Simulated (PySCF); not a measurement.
A geometry optimisation, step by step.

FH2P.
Atom-mapped SMILES: `[F:1][PH2:2]` (hydrogens: H3, H4 on P2)

Computed by this run: PBE0-D3(BJ)/def2-SVP geometry optimisation, gas phase (PySCF); density fitting, grid level 1; the optimiser is geomeTRIC in internal coordinates, started from a GFN2-xTB structure. The frame can shift and turn from step to step; on so coarse a grid that alone can change the energy by a few meV, and forces under 0.02 eV/Å are noise.

Step 0: E = -12026.7839 eV, largest atomic force 0.778 eV/Å
```
atom  x, y, z in Å  |  force x, y, z in eV/Å
F1      1.351   -0.160    0.029    0.273  -0.068   0.378
P2     -0.179   -0.008    0.576    0.764  -0.090   0.116
H3     -0.699   -0.913   -0.366   -0.574  -0.392  -0.272
H4     -0.462    1.085   -0.262   -0.463   0.550  -0.222
```

Step 1: E = -12026.8410 eV, largest atomic force 0.175 eV/Å
```
atom  x, y, z in Å  |  force x, y, z in eV/Å
F1      1.379   -0.222    0.098   -0.148   0.043  -0.038
P2     -0.183   -0.010    0.505   -0.043  -0.015  -0.093
H3     -0.776   -0.936   -0.430    0.102   0.113   0.077
H4     -0.488    1.110   -0.352    0.089  -0.141   0.055
```

Step 2: E = -12026.8433 eV, largest atomic force 0.093 eV/Å
```
atom  x, y, z in Å  |  force x, y, z in eV/Å
F1      1.366   -0.214    0.088    0.038  -0.014   0.033
P2     -0.189   -0.012    0.512    0.021   0.011  -0.090
H3     -0.767   -0.929   -0.429   -0.025  -0.006   0.025
H4     -0.478    1.098   -0.352   -0.034   0.009   0.032
```

Step 3: E = -12026.8438 eV, largest atomic force under 0.02 eV/Å
```
atom  x, y, z in Å  |  force x, y, z in eV/Å
F1      1.371   -0.216    0.089   -0.006   0.001  -0.004
P2     -0.186   -0.011    0.508    0.009   0.000   0.005
H3     -0.770   -0.931   -0.427   -0.001  -0.004  -0.001
H4     -0.482    1.100   -0.350   -0.002   0.004   0.000
```

Step 4: E = -12026.8438 eV, largest atomic force under 0.02 eV/Å
```
atom  x, y, z in Å  |  force x, y, z in eV/Å
F1      1.371   -0.215    0.087   -0.002   0.001  -0.004
P2     -0.186   -0.011    0.508    0.004  -0.001   0.002
H3     -0.770   -0.931   -0.426   -0.001   0.000   0.001
H4     -0.483    1.100   -0.349   -0.001   0.000   0.001
```

Q: Summarise the path.

A: The energy falls by 5.78 kJ/mol from step 0 to step 4; nine tenths of that is first reached at step 1. It falls at every step. The largest force goes from 0.778 to under 0.02 eV/Å. Among the bonds P2–H3 changes most (a near tie, within 0.001 Å, with another), from 1.406 to 1.435 Å; the atoms move by 0.050 Å rms after alignment.

Q: Follow the three bonds and two angles with the largest change from start to end.

A: 
```tsv
step	E above end (kJ/mol)	largest force (eV/Å)	P2–H3 (Å)	P2–H4 (Å)	F1–P2 (Å)	F1–P2–H4 (°)	F1–P2–H3 (°)
0	5.78	0.778	1.406	1.406	1.632	93.5	93.5
1	0.27	0.175	1.443	1.443	1.628	98.9	98.6
2	0.05	0.093	1.436	1.436	1.625	97.6	97.7
3	0.00	under 0.02	1.435	1.435	1.626	98.1	98.1
4	0.00	under 0.02	1.435	1.435	1.625	98.1	98.1
```

The cost below is that of the whole optimisation. Time: 1.8 s; peak memory 0.31 GiB. Hardware: an Arm Neoverse V1 with one thread, no GPU, shared host with 32 logical CPUs at a one-minute load of 8.0.
